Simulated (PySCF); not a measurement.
Stick spectrum of a doublet radical in fast tumbling, microwave frequency 9.322 GHz, simulated to first order from computed parameters.

Lines, field (mT) (relative intensity): 324.69 (1), 326.48 (1), 327.34 (3), 329.13 (3), 329.99 (3), 330.36 (1), 331.78 (3), 332.14 (1), 332.64 (1), 333.01 (3), 334.43 (1), 334.79 (3), 335.66 (3), 337.44 (3), 338.31 (1), 340.09 (1)

**Question.** What is g?

**Answer.** The pattern is symmetric about 332.39 mT, so g = hν/(μB·B0) = 9322/(13.99624 × 332.39) = 2.0038, a shift of +1.4 × 10⁻³ from the free-electron value.

**Question.** Which couplings and how many nuclei make this pattern?

**Answer.** The first two lines at either end are about 1.79 mT apart, which is the smallest coupling, and their intensity ratio 1:1 counts the nuclei that share it. In full: a 1:1 doublet of 5.67 mT (159 MHz), from 1 nucleus of spin 1/2; a 1:3:3:1 quartet of 2.65 mT (74 MHz), from 3 nuclei of spin 1/2; a 1:1 doublet of 1.79 mT (50 MHz), from 1 nucleus of spin 1/2. Check: Σ 2nI·a is the distance from the first to the last line, 15.40 mT.

**Question.** The radical has the formula C2H4F. Propose a structure, and say which nuclei carry the couplings.

**Answer.** The pattern alone needn't single out one isomer; the structure behind this simulation is `C[CH]F` [radical], numbered [CH3:1][CH:2][F:3] (hydrogens: H4, H5, H6 on C1; H7 on C2). 5.67 mT: 19F at F3 (1 bond from C2; computed sign +); 2.65 mT: 1H at H4/H5/H6 (β, 2 bonds from C2; computed sign +); 1.79 mT: 1H at H7 (α, 1 bond from C2; computed sign −). The largest Mulliken spin populations are on C2 (+0.95), C1 (-0.08), H4 (+0.07) and F3 (+0.07). No atom but C2 exceeds +0.15. The positive populations add up to 1.12 and the negative ones to -0.12, together 2S = 1. The angles at C2 add up to 355.3°, so it is nearly planar; its axial dipolar tensor and the negative coupling of its proton fit spin in a p orbital normal to that plane.

Level of theory: UKS B3LYP, pcH-1 on C F H, non-relativistic, mean-field spin-orbit, GIAO in PySCF 2.14.0. Geometry: GFN2-xTB; no solvent, vibrations or thermal averaging. A GFN2-xTB geometry isn't a minimum of the functional, and hyperfine couplings can be far from their values at a DFT geometry.

Nuclei that the bonding pattern makes equivalent are averaged, as if the motion that swaps them (rotation, inversion, ring flip) were fast. The three 1H nuclei of mean +74.3 MHz run from 10.6 to 147.6 MHz in the frozen geometry.

Rare isotopes and splittings under 0.04 mT were left out of the simulation.
